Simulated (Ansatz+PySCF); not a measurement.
Two shapes of doublet C2H.

Shape 1:

```xyz
3

C     0.0000    0.0000    0.0000
C     1.2128    0.0000    0.0000
H    -1.0582    0.0000    0.0000
```

Shape 2:

```xyz
3

C    -0.0067    0.0000    0.0000
C     1.2062    0.0000    0.0000
H    -1.0449    0.0000    0.0000
```

Basis set: cc-pVTZ (spherical functions). Correlated methods keep 2 orbitals frozen. Correlation on ROHF uses semicanonical orbitals with singles. Charge 0, multiplicity 2.

Computed with Ansatz (development build ahead of 0.2.0); each method stands on the lowest determinant of its kind that the runs found.

**Question.** Which shape is lower in energy, and by how much in each method?

**Answer.**

| method | E(2) − E(1) (eV) |
| --- | --- |
| ROHF | 0.006 |
| UHF | 0.006 |
| ROHF-MP2 | 0.012 |
| UHF-MP2 | 0.011 |
| ROHF-CCSD(T) | 0.014 |

Shape 1 is lower. Caution for UHF, UHF-MP2: the unrestricted determinant is spin contaminated. Caution for ROHF-MP2, UHF-MP2: forces differ strongly between restricted and unrestricted references. Caution for UHF-MP2: MP2 forces lie far from those of the mean fields.
